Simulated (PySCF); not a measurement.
PySCF input (PBE0/STO-3G):

```python
import numpy as np, basis_set_exchange as bse
from pyscf import gto, scf, dft, df
from pyscf.prop.nmr import rks as nmr

basis = {'F': gto.basis.parse(bse.get_basis('STO-3G', elements=['F'], fmt='nwchem'))}
mol = gto.M(
    atom='''
    F    -0.00000000   -0.00000000   -0.69824324
    F     0.00000000    0.00000000    0.69824324
    ''',
    basis=basis,
    charge=0,
    verbose=4,
    max_memory=2160,
)
mf = dft.RKS(mol, xc='pbe0')
mf.grids.level = 3
mf.conv_tol = 1e-9
mf.max_cycle = 100
print('smallest overlap eigenvalue', np.linalg.eigvalsh(mol.intor('int1e_ovlp'))[0])
mf.kernel()
dip = mf.dip_moment()
n = nmr.NMR(mf)
n.verbose = 2
n.max_cycle_cphf = 60
sigma = n.kernel()
for i, x in enumerate(sigma):
    print(mol.atom_symbol(i), i + 1, round(x.trace() / 3, 3))
```

Output:

```
PySCF version 2.14.0

[INPUT] verbose = 4
[INPUT] num. atoms = 2
[INPUT] num. electrons = 18
[INPUT] charge = 0
[INPUT] spin (= nelec alpha-beta = 2S) = 0
[INPUT] symmetry False subgroup None
[INPUT] Mole.unit = angstrom
[INPUT] Symbol           X                Y                Z      unit          X                Y                Z       unit  Magmom
[INPUT]  1 F      0.000000000000   0.000000000000  -0.698243240000 AA    0.000000000000   0.000000000000  -1.319488491929 Bohr   0.0
[INPUT]  2 F      0.000000000000   0.000000000000   0.698243240000 AA    0.000000000000   0.000000000000   1.319488491929 Bohr   0.0

nuclear repulsion = 30.6937121829636
number of shells = 6
number of NR pGTOs = 30
number of NR cGTOs = 10
basis = {'F': [[0, [166.679134, 0.1543289673], [30.36081233, 0.5353281423], [8.216820672, 0.4446345422]], [0, [6.464803249, -0.09996722919], [1.502281245, 0.3995128261], [0.4885884864, 0.7001154689]], [1, [6.464803249, 0.155916275], [1.502281245, 0.6076837186], [0.4885884864, 0.3919573931]]]}
ecp = {}
smallest overlap eigenvalue 0.6109451866748361

******** <class 'pyscf.dft.rks.RKS'> ********
method = RKS
initial guess = minao
damping factor = 0
level_shift factor = 0
DIIS = <class 'pyscf.scf.diis.CDIIS'>
diis_start_cycle = 1
diis_space = 8
diis_damp = 0
SCF conv_tol = 1e-09
SCF conv_tol_grad = None
SCF max_cycles = 100
direct_scf = True
direct_scf_tol = 1e-13
XC library pyscf.dft.libxc version 7.1.2
    S. Lehtola, C. Steigemann, M. J. T. Oliveira, and M. A. L. Marques,  SoftwareX 7, 1–5 (2018)
XC functionals = pbe0
    C. Adamo and V. Barone,  J. Chem. Phys. 110, 6158 (1999)
    M. Ernzerhof and G. E. Scuseria,  J. Chem. Phys. 110, 5029 (1999)
radial grids:
    Treutler-Ahlrichs [JCP 102, 346 (1995); DOI:10.1063/1.469408] (M4) radial grids

becke partition: Becke, JCP 88, 2547 (1988); DOI:10.1063/1.454033
pruning grids: <function nwchem_prune>
grids dens level: 3
symmetrized grids: False
atomic radii adjust function: <function treutler_atomic_radii_adjust>
small_rho_cutoff = 0
Set gradient conv threshold to 3.16228e-05
Initial guess from minao.
tot grids = 28528
init E= -196.446982006164
  HOMO = -0.343545328404129  LUMO = -0.0934526266041419  gap/eV = 6.80537
cycle= 1 E= -196.519817383816  delta_E= -0.0728  |g|= 0.0997  |ddm|= 1.85
  HOMO = -0.202139993205125  LUMO = 0.116749204504757  gap/eV = 8.67742
cycle= 2 E= -196.523310672841  delta_E= -0.00349  |g|= 0.0145  |ddm|= 0.162
  HOMO = -0.196769075484197  LUMO = 0.12422903978541  gap/eV = 8.73480
cycle= 3 E= -196.523377318183  delta_E= -6.66e-05  |g|= 7.17e-05  |ddm|= 0.0193
  HOMO = -0.196747165516637  LUMO = 0.124278442013029  gap/eV = 8.73555
cycle= 4 E= -196.523377319346  delta_E= -1.16e-09  |g|= 2.74e-07  |ddm|= 7.92e-05
  HOMO = -0.196747013945303  LUMO = 0.124278402066984  gap/eV = 8.73555
cycle= 5 E= -196.523377319346  delta_E=    0  |g|= 2.53e-11  |ddm|= 4.06e-07
  HOMO = -0.196747013961867  LUMO = 0.124278402074377  gap/eV = 8.73555
Extra cycle  E= -196.523377319346  delta_E= -1.14e-13  |g|= 3.9e-12  |ddm|= 4.33e-11
converged SCF energy = -196.523377319346
Dipole moment(X, Y, Z, Debye):  0.00000,  0.00000, -0.00000
F 1 34.144
F 2 34.144
```
